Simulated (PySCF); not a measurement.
## Calculated NMR data

[PySCF: shielding tensors at PBE0/pcSseg-1 (GIAO); GFN2-xTB geometry; gas phase; non-relativistic; equivalent nuclei averaged; one conformer]

δ = σ(ref) − σ, references computed at the same level: ¹H (σ = 31.72 ppm), ¹³C (σ = 186.93 ppm) vs TMS. Where no couplings were computed, multiplicities follow the n + 1 count of equivalent neighbours, and m marks all less simple cases (inequivalent or close neighbours, rings, F or P nearby). Shifts are as computed. Against solution values, carbons near 30 ppm lie about +3 ppm off and those near 130 ppm about +5 ppm. Of 1211 compounds with measured shifts, 218 miss one by over three times the rms of a fit or turn the order of signals round; such compounds aren't used in these exercises.

**1.** `C(CCC)(C)=O`, C$_{5}$H$_{10}$O. ¹H NMR (600 MHz, computed): δ 2.23 (t, 2H), 2.14 (s, 3H), 1.56 (m, 2H), 0.97 (t, 3H). ¹³C{¹H} NMR (computed): δ 211.4 (C), 48.9 (CH2), 32.2 (CH3), 21.0 (CH2), 15.7 (CH3).

**2.** 3-pentanone (C(CC)(=O)CC, C$_{5}$H$_{10}$O). ¹H NMR (600 MHz, computed): δ 2.35 (q, 4H), 1.10 (t, 6H). ¹³C{¹H} NMR (computed): δ 215.4 (C), 39.7 (CH2), 9.5 (CH3).
